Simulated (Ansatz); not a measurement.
**α-phase Ga**

The numbers are results of RPBE (Ansatz, a quantum-chemistry and plane-wave program, plane waves, PAW), not measurements.

Numerical settings: plane-wave cutoff 520 eV, 14×14×12 k mesh (along the axes of the cell as run), Fermi–Dirac smearing 0.05 eV, scalar-relativistic PAW data made under PBE.

Cell: relaxed at this level.

For α-phase Ga, the equilibrium volume per atom comes out as 21.11 Å³/atom and the bulk modulus B0 comes out as 42.1 GPa. The equilibrium lattice constant a comes out as 4.636 Å and the lattice parameter b is 7.848 Å. The lattice parameter c is 4.642 Å, the band gap comes out as none and the pressure derivative B′ of the bulk modulus is 5.4.

Note: the bulk modulus comes from volumes at which shape and atoms were relaxed.

Spin–orbit coupling is not included.

The computed numbers hold no vibrational or temperature effects.
